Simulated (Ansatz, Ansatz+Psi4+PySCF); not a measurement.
| atom | x (Å) | y (Å) | z (Å) |
| --- | --- | --- | --- |
| O | 0.0367 | 1.1202 | 0.0000 |
| H | -0.9175 | 1.3356 | 0.0000 |
| Cl | 0.0367 | -0.6155 | 0.0000 |

Basis set: cc-pVTZ on H, O; cc-pV(T+d)Z on Cl (spherical functions). Frozen core: 6 orbitals. Charge 0, multiplicity 1.

Computed with Ansatz (development build ahead of 0.2.0); each method stands on the lowest determinant of its kind that the runs found. Restricted open shells among the atoms or ions are ROHF, correlated in semicanonical orbitals with singles.

The atomization energy at this shape (free ground-state atoms in the same class of orbitals less the molecule, no zero-point energy) of singlet HClO:

```
 method  atomization energy
RHF-MP2     162.28 kcal/mol
    RHF      83.09 kcal/mol
```

**Question.** What does RHF-CCSD(T) give?

**Answer.** 156.79 kcal/mol.
